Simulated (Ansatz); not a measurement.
The input, for Ansatz 0.2.0:

```yaml
crystal:
  periodic: [false, false, false]
  atoms:
    - {symbol: C, position_ang: [0.000000, -0.101062, 0.000000]}
    - {symbol: H, position_ang: [0.000000, 0.602132, -0.862093]}
    - {symbol: H, position_ang: [0.000000, 0.602132, 0.862093]}
basis:
  gaussian: {orbitals: STO-3G, point_charges: [{charge: 1.00, position_ang: [4.004, 0.041, 0.689]}]}
total_charge: 1
magnetization: {spin_polarized: false, initial_magnetization: 1}
correlation: {method: fic_mrcisd_q, electrons: outside_noble_gas, active_space: {window: {electrons: 3, orbitals: 5}}}
```

```sh
$ ansatz run in.yaml --threads 1 --pin off --events-out ev --progress --plain --max-ram 2393MiB
```

The program prints:

```
85 factors; integrals over basis functions are off by at most 1.1e-5 eV
mean field evaluation 1: about -1032.6135 eV, gradient 6.8e0 eV
mean field evaluation 2: about -1032.6166 eV, gradient 6.7e0 eV
mean field evaluation 4: about -1033.0904 eV, gradient 3.2e-1 eV
mean field evaluation 8: about -1033.0909 eV, gradient 1.1e-6 eV
mean field -1033.09088992 eV, -37.9653899504 hartree, gradient 7.9e-6 eV, S^2 0.750000; 0 other end points of the search recorded, 0 dependent functions left out
reference -1033.09088992 eV, -37.9653899504 hartree; 4, 3 occupied and 3, 4 virtual orbitals, 85 factors
state -1033.64687999 eV, -37.9858222088 hartree
contracted CI cycle   1: correlation 0.00000000 eV, 0.0000000000 hartree, residual 5.30e0 eV
contracted CI cycle   2: correlation -0.61885214 eV, -0.0227423968 hartree, residual 1.22e0 eV
contracted CI cycle   3: correlation -0.65149055 eV, -0.0239418361 hartree, residual 2.23e-1 eV
contracted CI cycle   4: correlation -0.65274765 eV, -0.0239880336 hartree, residual 6.07e-2 eV
contracted CI cycle   5: correlation -0.65283511 eV, -0.0239912477 hartree, residual 1.58e-2 eV
contracted CI cycle   6: correlation -0.65284112 eV, -0.0239914688 hartree, residual 3.05e-3 eV
contracted CI cycle   7: correlation -0.65284138 eV, -0.0239914780 hartree, residual 5.45e-4 eV
state -1033.64687999 eV, -37.9858222088 hartree; corrected -1034.31068883 eV, -38.0102167335 hartree
Total energy: -1034.31068883 eV, -38.0102167335 hartree
```

Natural occupations: 1.9735 0.9976 0.0176 0.0103 0.0011.

Ran on 1 thread of Arm Neoverse V1, shared host: 0.18 s wall, 0.15 GiB peak host memory.
